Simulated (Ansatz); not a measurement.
Cost and result for the atomization energy of `BBC` (9 atoms, 8 bonds).

Cartesian coordinates in Å:
```
B -1.011 0.999 0.766
B 0.369 0.317 0.208
C 0.521 -0.968 -0.671
H -1.621 1.824 0.141
H -1.459 0.736 1.850
H 1.394 0.896 0.487
H -0.381 -1.564 -0.816
H 0.861 -0.629 -1.660
H 1.326 -1.612 -0.303
```

Charge 0, multiplicity 1. Geometry: relaxed with PBE0-D4/def2-TZVP. Program: Ansatz. All runs use 2 threads of an Arm Neoverse V1 on a shared host. Times are those of one run each, without the atoms' runs, and a repeat can differ threefold. Electronic energies, without spin–orbit coupling; frozen cores. CCSD(T)/CBS adds CCSD(T) − MP2 in def2-TZVPP to the MP2 limit, and its time is that of the two runs behind it. T1 = 0.011. HSE06 is the plane-wave form, built on full-range PBE exchange.

CCSD(T)/CBS is a level of theory with its own doubt, some kJ/mol a heavy atom from the limit and from the frozen cores, so smaller differences don't rank the functionals.

```tsv
level	functions	wall time	atomization (kcal/mol)	difference from CCSD(T)/CBS	per bond
LDA (SPW92)/def2-TZVPP	177	0.8 s	846.0	92.6	11.6
CCSD(T)/def2-SVP	72	1.1 s	726.9	-26.5	-3.3
BHLYP-D4/def2-TZVPP	177	1.6 s	753.8	0.4	0.1
BLYP-D4/def2-TZVPP	177	1.6 s	757.6	4.2	0.5
HSE06-D4/def2-TZVPP	177	1.9 s	763.5	10.1	1.3
CAM-B3LYP-D4/def2-TZVPP	177	2 s	766.6	13.2	1.7
r2SCANh-D4/def2-TZVPP	177	3 s	763.0	9.6	1.2
r2SCAN-D4/def2-TZVPP (with forces)	177	3.3 s	765.2	11.8	1.5
B97M-V/def2-TZVPP	177	6.5 s	766.6	13.2	1.6
ωB97M-V/def2-TZVPP (with forces)	177	7 s	762.2	8.8	1.1
MP2/def2-QZVPP	351	12 s	752.3	-1.1	-0.1
CCSD(T)/def2-TZVPP	177	21 s	739.7	-13.7	-1.7
CCSD(T)/CBS(def2)	–	32 s	753.4	0.0	0.0
```

At CCSD(T), def2-SVP lies −26.5 kcal/mol from the extrapolated value and def2-TZVPP −13.7 kcal/mol: correlation converges slowly with the basis, and small sets miss more of it in the bonded molecule than in its fragments. From r2SCAN to r2SCAN0 (25 % exact exchange), in def2-TZVPP and without D4, the atomization energy moves by −5.2 kcal/mol: exact exchange takes away binding that semilocal exchange gives to molecules. The D4 term adds +3.9 kcal/mol with B3LYP and +2.0 kcal/mol with PBE0; it sums over pairs of atoms, weighted by their polarisabilities, and B3LYP, whose exchange is more repulsive, gets the larger term.

B3LYP here is the variant with VWN-RPA as its local correlation; programs differ in this.
